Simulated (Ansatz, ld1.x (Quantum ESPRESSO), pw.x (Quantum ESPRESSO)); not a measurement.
**From atom to crystal: PAW potential for hafnium**

- Element: Hf
- Generator: ld1.x (Quantum ESPRESSO) 7.5
- Type: PAW
- Functional: LDA (PW92)
- Relativity: scalar-relativistic
- Frozen core: [Kr] 4d10 4f14
- Valence charge: 12
- Reference configuration: 5s2 5p6 5d2 6s2 6p0
- Partial waves: 5s (bound): rcut 1.95, rcutus 2.30 bohr; 6s (bound): rcut 1.95, rcutus 2.30 bohr; 5p (bound): rcut 1.75, rcutus 1.90 bohr; 6p (bound, empty): rcut 1.75, rcutus 1.90 bohr; 5d (bound): rcut 1.75, rcutus 2.05 bohr; 5d channel at 3.1 Ry: rcut 1.75, rcutus 2.05 bohr
- Local potential: all-electron potential smoothed inside 1.78 bohr (lloc = -2)
- Core correction: none
- Augmentation charge: PSQ, inside the norm-conserving radii

Atomic tests: cutoffs needed: 25 Ry and 40 Ry (the cutoffs (Ry, on a coarse ladder) from which the occupation-weighted sum of valence levels, in a spherical-Bessel basis at the reference potential, stays within 10 and 1 mRy of its value at 400 Ry); ghost test: no extra level below or beside the all-electron valence levels (s, p, d, f tested) (spherical-Bessel basis up to 400 Ry, 20 bohr box); configuration tests: test run stopped at test 3 of 9 (negative rho).

Crystal test: sc Hf in pw.x 7.5, no spin, 12³ k-points, Fermi–Dirac smearing 0.01 Ry, cutoffs 50/400 Ry. The reference is all-electron LAPW (Ansatz 0.2.0) with the same functional, mesh and smearing; V0 and B0 come from Birch–Murnaghan fits to the pressures at five volumes. Errors are pseudo minus all-electron; Δ is the rms difference of the E(V) curves that follow from these fits, minima aligned, over ±6 % about the mean V0. Mesh and smearing are coarse, so the numbers serve the comparison and aren't converged zero-temperature values; the lattice is a test structure that the element need not adopt.

```tsv
V (Å³/atom)	P all-electron (GPa)	P pseudo (GPa)
21.643	4.23	1.54
22.212	1.74	-0.66
22.782	-0.47	-2.63
23.352	-2.45	-4.39
23.921	-4.22	-5.97
```

All-electron: a0 = 2.830 Å (V0 = 22.66 Å³/atom), B0 = 85.3 GPa.

Pseudopotential: mean pressure error (GPa): -2.19; a0 (Å): 2.804; a0 error (%): -0.92; B0 error (%): -2.4; Δ (meV/atom): 11.5. This is a poor potential for the solid. Atomic configuration tests: test run stopped at test 3 of 9 (negative rho).

Question: At the middle volume, how do free energy and pressure move when the wave cutoff is lowered (ecutrho held at 400 Ry)?

Answer:

```csv
cutoff (Ry),shift of F (meV/atom),shift of P (GPa)
22,+189.9,-4.84
30,+57.8,-1.19
40,+3.7,-0.17
```

The run at the middle volume (84 k-points, 10 iterations) took about 15 s on one core of a shared host (Neoverse-V1, 32 threads, 247 GiB, load 16).
